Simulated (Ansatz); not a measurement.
```yaml
crystal:
  periodic: [false, false, false]
  atoms:
    - {symbol: Cu, position_ang: [0.000000, 0.000000, 0.000000]}
    - {symbol: O, position_ang: [0.000000, 0.000000, 1.980000]}
basis:
  gaussian: {orbitals: def2-TZVP}
total_charge: 1
magnetization: {spin_polarized: true, initial_magnetization: 2}
hamiltonian: {xc: pbe0}
relax: {f_tol: 0.004, max_steps: 80}
```

```sh
$ ansatz run in.yaml --threads 1 --pin off --events-out ev --progress --plain --max-ram 2176MiB
```

Steps of the relaxation (energy above the last step; positions in Å, forces in eV/Å):

```
2
step 1, 96.8 meV
Cu    0.000    0.000    0.000    0.000    0.000    0.917
O     0.000    0.000    1.980    0.000    0.000   -0.917
```

```
2
step 2, 60.8 meV
Cu    0.000    0.000    0.021    0.000    0.000    0.810
O     0.000    0.000    1.959    0.000    0.000   -0.810
```

```
2
step 3, 183.4 meV
Cu    0.000    0.000    0.161    0.000    0.000   -2.864
O     0.000    0.000    1.819    0.000    0.000    2.864
```

```
2
step 6, 0.0 meV
Cu    0.000    0.000    0.084    0.000    0.000    0.000
O     0.000    0.000    1.896    0.000    0.000    0.000
```

Close pairs at the end: Cu1–O2 1.812 Å.

A stationary point of unrestricted PBE0 after 6 steps, with ⟨S²⟩ = 2.014 against 2.00 for a pure state. 13 s on 1 thread of AMD EPYC 9R45, shared host.
